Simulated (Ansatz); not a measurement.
# BNSi: the cost of one run

Method: def2-QZVPP, core rule «outside noble gas», up to 7 orbitals frozen; program: Ansatz 0.2.0, Gaussian basis.

Plan: UHF; ROHF; CCSD(T) on UHF.

2 further runs of the same task are left out: 2 set aside as unsound or not needed.

## 1. What is computed

The geometry is a PBE0/def2-TZVP stationary point (not a proven minimum) of the parent state, kept for this charge and spin.

3 atoms, charge 0, spin multiplicity 3.

Atoms are counted from 1 here; the program's logs count them from 0.

Bond lengths: B1–Si2 2.078 Å, B1–N3 1.314 Å, Si2–N3 1.664 Å. Angles: Si2–B1–N3 53.1°, B1–Si2–N3 39.2°, B1–N3–Si2 87.7°.

Geometry (Å):

```csv
atom,x (Å),y (Å),z (Å)
B1,0.00000,0.62302,1.18762
Si2,0.00000,0.06055,-0.81277
N3,0.00000,-0.60228,0.71306
```

## 2. UHF

in.yaml reads:

```yaml
crystal:
  periodic: [false, false, false]
  atoms:
    - {symbol: B, position_ang: [0.000000, 0.623020, 1.187620]}
    - {symbol: Si, position_ang: [0.000000, 0.060547, -0.812768]}
    - {symbol: N, position_ang: [0.000000, -0.602279, 0.713061]}
basis:
  gaussian: {orbitals: "def2-QZVPP.json"}
magnetization: {spin_polarized: true, initial_magnetization: 2}
hamiltonian: {xc: hf}
output: {orbitals: {seedname: orbitals}}
```

Command:

```bash
> ansatz run in.yaml --threads 1 --pin off --events-out ev --progress --plain --max-ram 2393MiB
```

What time and memory should one allow on 1 thread of Arm Neoverse V1, shared host?

About 20 s, with a peak of 0.39 GiB.
